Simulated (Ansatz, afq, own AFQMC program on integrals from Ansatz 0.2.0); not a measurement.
Integrals from Ansatz 0.2.0, then the random walk in our own AFQMC program (afq).

```yaml
crystal:
  periodic: [false, false, false]
  atoms:
    - {symbol: B, position_ang: [0.000000, 0.000000, 0.000000]}
    - {symbol: N, position_ang: [0.000000, 0.000000, 1.590000]}
basis:
  gaussian: {orbitals: 6-31G}
total_charge: 1
magnetization: {spin_polarized: false, initial_magnetization: 1}
correlation: {method: ccsd_t, electrons: outside_noble_gas, hamiltonian_folder: ham}
```

```sh
$ ansatz run in.yaml --threads 1 --pin off --events-out ev --progress --plain --max-ram 16896MiB --backend cuda --devices 0, --max-vram 18GiB
```

afq runs on the folder ham with

```
--method phaseless --trial cisd --walkers 4000 --populations 20 --least-time 60 --time-step 0.005 --steps-per-block 50 --equilibration-blocks 28 --max-blocks 4000 --target-error 0.00016 --factor-cut 1e-05 --start spin_pure --seed 7459 --release-times 0.24,0.51,0.99,1.62,2.4 --release-step 0.03 --release-every 3 --taylor-order 6
```

Times are imaginary, in 1/Eh. The walk had a cap of 122 s. With eight or more populations the least sampling time is a fifth of least-time, and the error comes from their spread.

Log:

```
orbitals 16  electrons 4 3  factors 94 of 258
reference energy -78.46680502 Eh
CCSD correlation -0.19573039 Eh in 22 cycles, weight of the determinant in the CISD state 0.6917
energy of the start -78.662549 Eh
 block  time / (1/Eh)  mean weight  energy / Eh
     1     0.250  1.0000  -78.662133
     2     0.500  1.0000  -78.663913
     3     0.750  1.0000  -78.665829
     4     1.000  0.9998  -78.667691
     5     1.250  1.0001  -78.669082
     8     2.000  1.0000  -78.673717
    14     3.500  0.9999  -78.675616
    53    13.250  1.0004  -78.675785
    92    23.000  1.0003  -78.673032
   131    32.750  0.9999  -78.672620
   170    42.500  1.0000  -78.675588
   209    52.250  0.9997  -78.672245
   248    62.000  1.0004  -78.672373
   287    71.750  1.0005  -78.670047
   326    81.500  0.9996  -78.672184
   365    91.250  0.9997  -78.675636
   404   101.000  1.0000  -78.672687
   417   104.250  0.9999  -78.676266
   443   110.750  0.9997  -78.672812
   482   120.500  0.9998  -78.672520
   521   130.250  1.0005  -78.670703
   534   133.500  1.0000  -78.668978
error from the spread of 20 populations
released: time / (1/Eh)  energy / Eh  error  mean overlap
  0.24  -78.673161  0.000161  1.0001
  0.51  -78.674002  0.000127  1.0007
  0.99  -78.664617  0.008149  1.0010
  1.62  -78.677152  0.000990  1.0035
  2.40  -78.677255  0.000309  1.0056
energy -78.672183 +/- 0.000170 Eh
(rows thinned)
```

The run passed its tests (sampling time, drift between the halves within three errors, error under three times the target), which doesn't prove that it has relaxed, ending at its cap on processor time. The second half of the sampling lies above the first by 2.6 errors of their difference, so the energy may still be moving and its error bar be too small.

Against this walk (error 4.6 meV) on the same determinant: CCSD(T) 143.8 meV lower, CCSDT(Q) 214.6 meV lower, CCSDTQ 204.6 meV lower, full CI (a separate run on its own orbitals, whose frozen core shifts it by up to a few meV) 201.2 meV lower. The error is statistical and leaves out the bias of the constraint. The released energies have errors that jump between times, so the bars are unsure (meV from the phaseless value at times in 1/Eh: -27 ± 4 at 0.24, -50 ± 3 at 0.51, 206 ± 222 at 0.99, -135 ± 27 at 1.62, -138 ± 8 at 2.40), so they give no level; they do show a bias of the constraint, and the last of them that isn't too noisy lies 63 meV above full CI. Full CI is exact here, so the walk's 201 meV above it is the walk's own error: the bias of the constraint with this trial, or a walk that hasn't relaxed. The determinant is a poor start (see the cautions), so the low cluster orders aren't to be relied on, and full CI is the sure value.

Cautions: constraint bias not in the error; error above the target (4.6 against 4.4 meV); a spin-contaminated unrestricted determinant lies lower (UHF 3.40 eV lower, ⟨S²⟩ 1.76); the search met a lower determinant of the same kind, perhaps of another symmetry (996 meV lower), and this one is a saddle point; strong correlation (T1 0.111, weight of the determinant 0.69, largest double 0.25); (T) is large, 8 % of the CCSD correlation; CCSDTQ on the UHF determinant differs (1.08 eV lower), perhaps since the unrestricted series falls towards higher spin; a state of other symmetry lies lower (by 60 meV); full CI with its own frozen core; a state of higher spin lies lower (by 1.09 eV).

The walk took 2 min on 1 × NVIDIA H100 80GB HBM3 with 2 threads of AMD EPYC 7R13 Processor (Zen 3), on a shared host (the card was shared). The log's last line is the phaseless energy.

CCSDT and higher add their correlation energy to the determinant of the CCSD(T) run, since their own runs factorise the integrals more tightly (a shift of under 2 meV). A walk keeps the symmetry of its determinant, which the program's search chose and which needn't be the lowest solution, so a lower state of the same spin and another symmetry isn't excluded.
